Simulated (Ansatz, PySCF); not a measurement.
Band gap (eV) of solids drawn from the class of oxides, at two levels: PBE in Ansatz (plane waves, PAW), and G0W0@PBE (Ansatz, a program for electronic structure, PySCF; the runs differ in potentials, basis or settings).

| solid | PBE | G0W0@PBE |
|---|---|---|
| rock-salt MgO | 4.78 | ? |
| rock-salt BaO | 2.04 | 3.63 |
| α-quartz (SiO2) | 6.01 | 9.40 |
| rock-salt SrO | 3.32 | 5.30 |
| corundum (α-Al2O3) | 6.25 | 9.18 |
| rock-salt CaO | 3.66 | 6.12 |
| stishovite (SiO2) | 5.62 | 8.78 |

Q: Estimate the withheld G0W0@PBE value from the other rows.

A: One way: carry over the typical difference. The differences G0W0@PBE − PBE of the other rows, in order: 1.59, 1.98, 2.46, 2.93, 3.16, 3.39; median 2.695. Rock-salt MgO: 4.78 + (2.695) = 7.47 eV; the run gives 7.38 eV. The differences spread from 1.59 to 3.39, so such an estimate is rough.

Of 7 rows, G0W0@PBE is the larger in 7 and the smaller in 0.

Density-functional gaps are differences of (generalised) Kohn–Sham levels.

Spin–orbit coupling is included only where a level's name says +SOC; with heavier elements it mostly lowers gaps and can invert bands. Cells: PBE at the measured cell for 6 of them, at the measured cell (atoms relaxed with PBEsol) for 1 of them; G0W0@PBE at the measured cell. Ansatz's density-functional and Hartree–Fock values are scalar-relativistic unless marked +SOC, with PAW data made under PBE.
